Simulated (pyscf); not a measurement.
H₃C–Al(F)–F (SMILES [CH3][Al]([F])[F]) + H₂C=CH₂ (SMILES C=C) → H₃C–CH₂–CH₂–Al(F)–F (SMILES CC[CH2][Al]([F])[F]), gas phase, singlet surface. Single points on ωB97X-D3(BJ)/def2-SVP structures (PySCF, gas phase). ΔG in kcal/mol from ωB97M-D3(BJ)/def2-TZVP energies (ideal gas, 1 atm, RRHO with modes under 100 cm⁻¹ raised to 100, one conformer, R ln 2 for chiral ones without a mode under 150 cm⁻¹).

```csv
T (K),ΔG
298,-7.1
600,+5.0
900,?
1200,+28.3
```

Problem. Fit a line to the three values, predict ΔG at 900 K, and estimate where the reaction turns unfavourable at 1 atm of each gas.

Solution. Least squares gives ΔG = -18.7 + 39.2 × T/1000 K, so ΔS is about -164 J/(mol K) and ΔH about -18.7 kcal/mol over this range (ΔH at 298 K: -19.0). At 900 K the line gives +16.6; the computed value is +16.8. ΔG = 0 falls near 480 K; 1 kcal/mol in the energy moves that by 26 K. This is thermodynamics alone and says nothing of the barrier.
